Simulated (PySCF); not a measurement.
# Structure elucidation problem

The spectra below were simulated for a compound C2H3N.

¹H NMR (400 MHz, computed): δ 1.92 (s, 3H).

¹³C{¹H} NMR (computed): δ 120.2 (C), 0.6 (CH3).

- σ from GIAO-PBE0/pcSseg-1
- coordinates at the GFN2-xTB level
- J couplings at B3LYP/pcJ-1
- run in PySCF 2.14
- one computed conformer, gas phase, equivalent nuclei averaged, non-relativistic Hamiltonian

Shifts are taken against calculated references (same method and geometry level): TMS for ¹H (31.72 ppm) and ¹³C (186.93 ppm).

**Question.** What is the structure?

**Answer.** 
- The formula gives 2 degrees of unsaturation (no ring in the answer).
- 2 carbon signals for 2 carbons: no two carbons are equivalent.
- Carbon types of the structure: 1 × C, 1 × CH3, which accounts for all hydrogens.
- δC 120.2: nitrile carbon; this is the usual window of a C≡N carbon, which has no attached hydrogen.
- δC 0.6: methyl carbon α to a nitrile; a saturated carbon with 1 carbon neighbour and no heteroatom attached.
- δH 1.92: hydrogen on a methyl carbon α to a nitrile.

The compound is `CC#N`.

Shifts are as computed. Against solution values, carbons near 30 ppm lie about +3 ppm off and those near 130 ppm about +5 ppm. Of 1211 compounds with measured shifts, 218 miss one by over three times the rms of a fit or turn the order of signals round; such compounds aren't used in these exercises.
